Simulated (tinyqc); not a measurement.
Worked calculation: CIS and TDHF on RHF in the sto-3g basis, frozen core, for HF, spin multiplicity 1. One step of it, computed by the program tinyqc.

Task: CIS matrix, triplets. A(ia,jb) = (e_a - e_i) d_ij d_ab - (ij|ab).

orbital energies (hartree): MO1 -25.909248, MO2 -1.444733, MO3 -0.554346, MO4 -0.462197, MO5 -0.462197, MO6 0.530458

Two-electron integrals over orbitals (pq|rs), unique and non-zero (hartree); the lowest 1 orbital is frozen and left out:
```
(22|22) 0.859257    (32|22) -0.030621   (32|32) 0.152913    (33|22) 0.738528
(33|32) -0.037393   (33|33) 0.738426    (42|42) 0.183577    (43|42) -0.038820
(43|43) 0.043906    (44|22) 0.883151    (44|32) -0.076325   (44|33) 0.732560
(44|44) 0.997514    (52|52) 0.183577    (53|52) -0.038820   (53|53) 0.043906
(54|54) 0.053770    (55|22) 0.883151    (55|32) -0.076325   (55|33) 0.732560
(55|44) 0.889973    (55|55) 0.997514    (62|22) -0.117651   (62|32) -0.055726
(62|33) -0.031652   (62|44) -0.115507   (62|55) -0.115507   (62|62) 0.094671
(63|22) -0.186735   (63|32) 0.093249    (63|33) -0.114800   (63|44) -0.210915
(63|55) -0.210915   (63|62) 0.051821    (63|63) 0.192900    (64|42) -0.038568
(64|43) -0.017167   (64|64) 0.030809    (65|52) -0.038568   (65|53) -0.017167
(65|65) 0.030809    (66|22) 0.669777    (66|32) 0.063931    (66|33) 0.666546
(66|44) 0.644684    (66|55) 0.644684    (66|62) -0.063863   (66|63) -0.017697
(66|66) 0.705187
```

Give: CIS matrix A, triplet.

Result:

CIS matrix A, triplet (hartree):
```
         2>6      3>6     4>6     5>6
2>6   1.3054  -0.0639  0.0000  0.0000
3>6  -0.0639   0.4183  0.0000  0.0000
4>6   0.0000   0.0000  0.3480  0.0000
5>6   0.0000   0.0000  0.0000  0.3480
```
